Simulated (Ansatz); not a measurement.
# FH3Si: molecular dynamics

Aim: follow the molecule's vibrations and see whether its bonds hold. The start is relaxed first. Runs: 40 steps of 3 fs at constant energy, with velocities drawn for 500 K. SMILES of the start: F[SiH3].

Method: RKS LDA/STO-3G, in Ansatz 0.2.0.

## (1) The system as given

Bond lengths: Si1–H2 1.460 Å, Si1–H3 1.460 Å, Si1–H4 1.459 Å, Si1–F5 1.589 Å. Angles: H2–Si1–H3 109.5°, H2–Si1–H4 109.5°, H2–Si1–F5 109.5°, H3–Si1–H4 109.5°, H3–Si1–F5 109.5°, H4–Si1–F5 109.5°.

Structure file:

```xyz
5

Si    0.0000    0.0000    0.0000
H     0.0000    0.0000    1.4600
H     1.3768    0.0000   -0.4862
H    -0.6877    1.1914   -0.4862
F    -0.7489   -1.2974   -0.5295
```

## (2) Preparing the start

File input.yaml:

```yaml
crystal:
  periodic: [false, false, false]
  atoms:
    - { symbol: Si, position_ang: [0.0, 0.0, 0.0] }
    - { symbol: H, position_ang: [0.0, 0.0, 1.46] }
    - { symbol: H, position_ang: [1.3768, 0.0, -0.4862] }
    - { symbol: H, position_ang: [-0.6877, 1.1914, -0.4862] }
    - { symbol: F, position_ang: [-0.7489, -1.2974, -0.5295] }
basis:
  gaussian: { orbitals: STO-3G }
hamiltonian:
  xc: lda
relax:
  f_tol: 0.02
  max_steps: 40
```

Started as:

```sh
> ansatz run input.yaml --threads 1 --pin off --max-ram 2048MiB --backend cpu --events-out ev --progress --plain --runs-dir out
```

Further steps of the session: Dynamics.

**Question.** What will these runs give? Wanted: relaxation of the start; temperature, first and last step; temperature, second half; potential energy, second half; largest change of the total energy; bonds formed or broken.

The runs gave:

| quantity | value |
| --- | --- |
| relaxation of the start | 3 moves, 0.061 eV lower |
| length | 40 steps of 3 fs |
| temperature, first and last step | 500 and 246 K |
| temperature, second half | mean 253 K, from 53 to 480 K |
| potential energy, second half | +22 meV/atom from the start |
| largest change of the total energy | 5.80 meV/atom |
| bonds formed or broken | 0 |

In words: The temperature starts at 500 K and averages 253 K in the second half, where it ranges from 53 to 480 K; a mean near half the start is what vibrations about a minimum give, since they share energy equally between motion and strain. The total energy strays from its start by at most 5.80 meV/atom, 30 % of the mean kinetic energy, which is poor: the step of 3 fs is too long for the fastest motion. The bonding pattern survives the run. A run of 120 fs with 5 atoms shows the motion but fixes no equilibrium value. The nuclei move classically, without zero-point motion, which matters most for hydrogen. In so small a basis the energies are only a sketch.
